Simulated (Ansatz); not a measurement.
System: 1T (CdI2-type) CdI2. Method: PBE in Ansatz (PAW).

Settings: plane-wave cutoff 520 eV, 12×12×6 k mesh (along the axes of the cell as run), perturbation theory, scalar-relativistic PAW data made under PBE.

The cell has the measured lattice parameters. Conventional cell: a = 4.2440 Å, b = 4.2440 Å, c = 6.8590 Å, α = 90.00°, β = 90.00°, γ = 120.00°.

Harmonic phonon frequencies (cm⁻¹; i marks an imaginary mode; at Γ without the LO shift):

```json
[
 {"q point": "Γ", "frequencies": "0 0 0 55 55 83 83 108 132"},
 {"q point": "M", "frequencies": "39 42 51 68 78 97 103 108 132"},
 {"q point": "K", "frequencies": "34 58 58 80 80 98 99 115 115"},
 {"q point": "A", "frequencies": "16 16 33 49 49 85 85 102 147"},
 {"q point": "L", "frequencies": "36 40 59 66 76 94 105 108 130"},
 {"q point": "H", "frequencies": "37 56 56 76 76 97 101 119 119"}
]
```

No imaginary mode appears at these points.

Note: the cell isn't this level's own, so it is under some stress, which shifts stiffness and frequencies.

Ansatz is an electronic-structure program.
